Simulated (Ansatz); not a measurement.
Level of theory: r2SCAN-D4/def2-TZVP (Ansatz, a program for electronic structure). No frequencies were computed at this level.

Ansatz 0.2 input:
```yaml
crystal:
  periodic: [false, false, false]
  atoms:
    - { symbol: C, position_ang: [-0.98067, -0.077287, 0.011459] }
    - { symbol: Si, position_ang: [0.909037, 0.07164, -0.010623] }
    - { symbol: H, position_ang: [-1.400797, 0.083516, -0.977587] }
    - { symbol: H, position_ang: [-1.426375, 0.653878, 0.68028] }
    - { symbol: H, position_ang: [-1.295039, -1.062265, 0.345474] }
    - { symbol: H, position_ang: [1.469264, -0.929016, -0.922033] }
    - { symbol: H, position_ang: [1.434393, -0.151394, 1.338486] }
    - { symbol: H, position_ang: [1.290188, 1.410926, -0.465458] }
basis:
  gaussian: { orbitals: def2-tzvp }
hamiltonian:
  xc: r2scan
  dispersion: d4
relax:
  max_steps: 150
```

Output:

```
Functional definition: r2SCAN
696 factors; their error is unknown
mean field evaluation 1: about -9005.0198 eV, gradient 5.4e1 eV
mean field evaluation 2: about -8999.4658 eV, gradient 6.5e1 eV
mean field evaluation 4: about -9011.6186 eV, gradient 1.2e0 eV
mean field evaluation 8: about -9011.6071 eV, gradient 2.3e-1 eV
mean field -9011.60720984 eV, -331.1704566748 hartree, gradient 2.8e-5 eV, S^2 0.000000; 0 other end points of the search recorded, 0 dependent functions left out
reference -9011.60722154 eV, -331.1704571048 hartree; 13, 13 occupied and 91, 91 virtual orbitals, 696 factors
relax step   1: F+E_penalty+E_count = -9011.63112454 eV  Δ(F+E_penalty+E_count) = +0.000e0 eV  max|allowed force component| = 9.904e-1 eV/Å  Δτ_max = 0.0000 Å  (24 SCF iters, accepted)
these checks for a lower state are left out or cut short: starts, cluster_reference, orbital_swaps, neighbouring_geometries, increment
696 factors; their error is unknown
mean field evaluation 16: about -9011.6405 eV, gradient 1.2e0 eV
mean field -9011.62796487 eV, -331.1712194082 hartree, gradient 5.4e-6 eV, S^2 0.000000; 0 other end points of the search recorded, 0 dependent functions left out
reference -9011.62797659 eV, -331.1712198389 hartree; 13, 13 occupied and 91, 91 virtual orbitals, 696 factors
relax step   2: F+E_penalty+E_count = -9011.65188944 eV  Δ(F+E_penalty+E_count) = -2.076e-2 eV  max|allowed force component| = 3.262e-1 eV/Å  Δτ_max = 0.0202 Å  (28 SCF iters, accepted)
these checks for a lower state are left out or cut short: starts, cluster_reference, orbital_swaps, neighbouring_geometries, increment
696 factors; their error is unknown
mean field -9011.63041983 eV, -331.1713096264 hartree, gradient 5.5e-6 eV, S^2 0.000000; 0 other end points of the search recorded, 0 dependent functions left out
reference -9011.63043156 eV, -331.1713100572 hartree; 13, 13 occupied and 91, 91 virtual orbitals, 696 factors
relax step   3: F+E_penalty+E_count = -9011.65436708 eV  Δ(F+E_penalty+E_count) = -2.478e-3 eV  max|allowed force component| = 2.063e-2 eV/Å  Δτ_max = 0.0084 Å  (29 SCF iters, accepted)
these checks for a lower state are left out or cut short: starts, cluster_reference, orbital_swaps, neighbouring_geometries, increment
696 factors; their error is unknown
mean field evaluation 32: about -9011.6305 eV, gradient 2.7e-5 eV
mean field -9011.63047750 eV, -331.1713117457 hartree, gradient 8.5e-6 eV, S^2 0.000000; 0 other end points of the search recorded, 0 dependent functions left out
reference -9011.63048923 eV, -331.1713121765 hartree; 13, 13 occupied and 91, 91 virtual orbitals, 696 factors
relax step   4: F+E_penalty+E_count = -9011.65442168 eV  Δ(F+E_penalty+E_count) = -5.461e-5 eV  max|allowed force component| = 1.126e-2 eV/Å  Δτ_max = 0.0025 Å  (21 SCF iters, accepted)
these checks for a lower state are left out or cut short: starts, cluster_reference, orbital_swaps, neighbouring_geometries, increment
696 factors; their error is unknown
mean field -9011.63048102 eV, -331.1713118751 hartree, gradient 7.3e-5 eV, S^2 0.000000; 0 other end points of the search recorded, 0 dependent functions left out
reference -9011.63049275 eV, -331.1713123059 hartree; 13, 13 occupied and 91, 91 virtual orbitals, 696 factors
relax step   5: F+E_penalty+E_count = -9011.65442541 eV  Δ(F+E_penalty+E_count) = -3.730e-6 eV  max|allowed force component| = 3.082e-3 eV/Å  Δτ_max = 0.0004 Å  (17 SCF iters, accepted)
696 factors; their error is unknown
mean field -9011.63048102 eV, -331.1713118751 hartree, gradient 7.3e-5 eV, S^2 0.000000; 1 other end points of the search recorded, 0 dependent functions left out
reference -9011.63049275 eV, -331.1713123059 hartree; 13, 13 occupied and 91, 91 virtual orbitals, 696 factors
Total energy: -9011.65443714 eV, -331.1721922460 hartree
Atom 0 at    -0.983311    -0.077497     0.011488 Å, force     0.003082     0.000242    -0.000037 eV/Å
Atom 1 at     0.881807     0.069493    -0.010306 Å, force    -0.000338    -0.000027     0.000004 eV/Å
Atom 2 at    -1.398986     0.085194    -0.985405 Å, force    -0.000669     0.000027    -0.000392 eV/Å
Atom 3 at    -1.424749     0.660012     0.685479 Å, force    -0.000678     0.000255     0.000276 eV/Å
Atom 4 at    -1.292397    -1.069595     0.348025 Å, force    -0.000626    -0.000436     0.000139 eV/Å
Atom 5 at     1.477744    -0.936265    -0.928977 Å, force    -0.000258     0.000013     0.000033 eV/Å
Atom 6 at     1.442594    -0.152742     1.348655 Å, force    -0.000259    -0.000011    -0.000041 eV/Å
Atom 7 at     1.297298     1.421398    -0.468961 Å, force    -0.000254    -0.000063     0.000017 eV/Å
Dipole moment:    -0.179346    -0.014134     0.002096 e Å
```

Cost: very roughly 13 core-seconds.
